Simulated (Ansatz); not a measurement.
Geometry optimisation, Ansatz 0.2.0, RKS B3LYP/6-31G*.

Input:

```yaml
crystal:
  periodic: [false, false, false]
  atoms:
    - { symbol: Al, position_ang: [-1.043085, 0.250084, 0.3365] }
    - { symbol: H, position_ang: [1.498463, -0.230851, 1.311855] }
    - { symbol: O, position_ang: [1.898844, -0.158468, 0.413301] }
    - { symbol: Si, position_ang: [2.878893, -1.440008, -0.055834] }
    - { symbol: H, position_ang: [2.075714, -2.64152, -0.431795] }
    - { symbol: H, position_ang: [3.645677, -0.964349, -1.229935] }
    - { symbol: H, position_ang: [3.805905, -1.829934, 1.046755] }
    - { symbol: H, position_ang: [-1.17371, 0.313546, -1.315847] }
basis:
  gaussian: { orbitals: "6-31G*" }
hamiltonian:
  xc: b3lyp
relax:
  f_tol: 0.03
  max_steps: 50
output:
  orbitals: {}
```

Run as:

```bash
$ ansatz run input.yaml --threads 1 --pin off --max-ram 2048MiB --backend cpu --events-out ev --progress --plain --runs-dir out
```

Where does it end, and by what steps?

The run converged. After 12 steps the energy has fallen by 0.373 eV; H8 moved furthest, 1.69 Å. Joined: Al1–O3 (2.97 → 2.09 Å).

| step | energy less start (eV) | largest force component (eV/Å) | accepted |
| --- | --- | --- | --- |
| 0 | 0.0000 | 0.654 | yes |
| 1 | -0.0589 | 0.714 | yes |
| 2 | -0.1168 | 1.013 | yes |
| 3 | -0.1754 | 1.045 | yes |
| 4 | -0.2302 | 0.296 | yes |
| 5 | -0.2619 | 0.320 | yes |
| 6 | -0.3094 | 0.278 | yes |
| 7 | -0.3367 | 0.192 | yes |
| 8 | -0.3603 | 0.138 | yes |
| 9 | -0.3694 | 0.118 | yes |
| 10 | -0.3722 | 0.086 | yes |
| 11 | -0.3721 | 0.107 | no |
| 12 | -0.3733 | 0.018 | yes |

```xyz
8
Properties=species:S:1:pos:R:3
Al -0.400 0.356 0.065
H 1.724 -0.173 1.752
O 1.408 -0.336 0.850
Si 2.393 -1.303 -0.187
H 1.732 -2.576 -0.532
H 2.878 -0.531 -1.346
H 3.565 -1.609 0.693
H 0.287 -0.528 -1.220
```

Whether the end is a true minimum wasn't checked by a vibrational analysis.

Run time: 36 s on 1 thread of Arm Neoverse V1 (shared host), peak memory 0.13 GiB.
